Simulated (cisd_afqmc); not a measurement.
Input (AFQMC/CISD/aug-cc-pVQZ; cisd_afqmc is a phaseless AFQMC code with CISD trial states that reads the integrals written by Ansatz):

Ansatz 0.2 input:
```python
import cisd_afqmc

open("ham.yaml", "w").write("""\
crystal:
  periodic: [false, false, false]
  atoms:
    - {symbol: O, position_ang: [-0.00000000, -0.00000000, -0.10689369]}
    - {symbol: H, position_ang: [0.00000000, 0.00000000, 0.85514948]}
basis:
  gaussian:
    orbitals: aug-cc-pVQZ
total_charge: -1
magnetization: {spin_polarized: false}
correlation: {method: ccsd, electrons: outside_noble_gas, hamiltonian_folder: ham}
""")
rep = cisd_afqmc.ansatz("ham.yaml")
e_ccsd = rep["correlation"]["coupled_cluster"]["energy"]["hartree"]
out = cisd_afqmc.run("ham", e_ccsd, trial="CISD", walkers=1000, populations=1, threads=12, dt=0.005, steps=40, early=24, settle=10, least=100,
    cut=5e-5, rank_cut=2e-4, target=0.0004, seconds=1000, seed=4, memory=62639, gpu=True)
```

Output:

```
orbitals 125, occupied [4], factors 558 of 760, rank of the doubles 204 of 484
E(HF) = -75.417042
E(CCSD) on the cut factors = -75.716978, shift to the whole factors -0.000003
Energy of the trial state on the determinant = -75.716914
  tau behind 7.2 of longer steps, mean of the populations' last blocks
   2.0  -75.73002
   4.0  -75.73040
   6.0  -75.72968
   8.0  -75.73207
  10.0  -75.73094
  12.0  -75.73139
  14.0  -75.72899
  16.0  -75.73096
  18.0  -75.73215
  20.0  -75.73290
  22.0  -75.73401
  24.0  -75.72833
  26.0  -75.72909
  28.0  -75.72863
  30.0  -75.72874
  32.0  -75.73244
blocks 152 (0 outliers left out), error by blocks joined: 1: 0.00026, 2: 0.00031, 4: 0.00038, 8: 0.00040
E(AFQMC/CISD) = -75.73068 +/- 0.00040
```
